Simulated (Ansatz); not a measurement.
`C[Si]Cl` + NH₃ → `N[Si]Cl` + CH₄  (ligand exchange at the Si–C bond)

Calculated with Ansatz (gas phase, PBE0-D4/def2-TZVP geometries, no zero-point term in ΔE). CBS: MP2 limit from def2 TZ/QZ plus the TZ coupled-cluster correction, frozen cores. This one scheme is used for every species. Functionals use def2-TZVPP. B3LYP here is the variant with VWN-RPA as its local correlation; programs differ in this. HSE06 is defined as in plane-wave codes. One conformer a species, not always the lowest.

```csv
level,ΔE (kJ/mol),difference from CCSD(T)/CBS
LDA (SPW92),-130.6,-4.0
PBE-D4,-126.0,0.6
revPBE-D4,-125.0,1.6
BLYP-D4,-132.1,-5.5
r2SCAN-D4,-132.8,-6.2
B97M-V,-130.7,-4.1
PBE0-D4,-126.2,0.4
B3LYP-D4,-132.2,-5.6
r2SCANh-D4,-132.2,-5.6
r2SCAN0-D4,-131.4,-4.8
HSE06-D4,-126.2,0.4
BHLYP-D4,-133.3,-6.7
CAM-B3LYP-D4,-134.6,-8.0
ωB97X-V,-129.6,-3.0
ωB97M-V,-129.9,-3.3
B2PLYP,-133.2,-6.6
PBE-QIDH,-128.8,-2.2
PBE,-126.5,0.1
revPBE,-124.8,1.8
BLYP,-132.8,-6.2
PBE0,-126.7,-0.1
r2SCAN0,-131.6,-5.0
HSE06,-126.6,0.0
BHLYP,-134.1,-7.5
CAM-B3LYP,-135.1,-8.5
LC-ωPBE,-128.9,-2.3
RPA@PBE/def2-TZVPP,-124.6,2.0
HF/def2-SVP,-133.9,-7.3
MP2/def2-SVP,-137.3,-10.7
CCSD/def2-SVP,-131.8,-5.2
CCSD(T)/def2-SVP,-132.4,-5.8
HF/def2-TZVPP,-133.5,-6.9
MP2/def2-TZVPP,-131.5,-4.9
SCS-MP2/def2-TZVPP,-131.6,-5.0
CCSD(T)/def2-TZVPP,-127.0,-0.4
HF/def2-QZVPP,-133.5,-6.9
SCS-MP2/def2-QZVPP,-131.4,-4.8
HF/CBS(def2),-133.5,-6.9
MP2/CBS(def2),-131.1,-4.5
CCSD/CBS(def2),-126.5,0.1
CCSD(T)/CBS,-126.6,0
```

Largest T1 diagnostic among the species: 0.013.

Leaving LDA and LC-ωPBE aside and taking each functional with its dispersion term where it has one, the values spread over 9.6 kJ/mol, from CAM-B3LYP-D4 to revPBE-D4. LDA lies −4.1 kJ/mol from PBE without D4. At CCSD(T), def2-SVP lies −5.8 kJ/mol from the extrapolated value and def2-TZVPP −0.4 kJ/mol.
